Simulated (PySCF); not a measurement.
Mapped SMILES: `[CH3:1][CH2:2][F:3]`. Each H is labelled by its parent atom.

GIAO shifts from PySCF 2.14 on PBE0-D3(BJ)/def2-TZVP geometries (one conformer, non-relativistic, equivalent nuclei averaged), against TMS at the same level and in the same medium; PCM means IEF-PCM chloroform.

Measured (solution, not stated per compound (mostly CDCl3 or CCl4); Pretsch, Buehlmann, Badertscher, Structure Determination of Organic Compounds, 4th ed. (2009)): C2 80.1, C1 15.8, H(C2) 4.55, H(C1) 1.35 ppm.

Which unscaled values do B97-2/pcSseg-2, gas; WP04/pcSseg-2, PCM; wB97X-D/pcSseg-2, PCM give, and how close are they?

## Answers


```tsv
atoms	measured	B97-2/pcSseg-2, gas	WP04/pcSseg-2, PCM	wB97X-D/pcSseg-2, PCM
C2	80.1	84.8	90.1	86.9
C1	15.8	18.8	19.8	18.9
H(C2)	4.55	4.53	4.57	4.63
H(C1)	1.35	1.29	1.36	1.34
```

Mean absolute error for ¹³C: B97-2/pcSseg-2, gas 3.9, WP04/pcSseg-2, PCM 7.0, wB97X-D/pcSseg-2, PCM 5.0 ppm.

Mean absolute error for ¹H: B97-2/pcSseg-2, gas 0.04, WP04/pcSseg-2, PCM 0.02, wB97X-D/pcSseg-2, PCM 0.05 ppm.
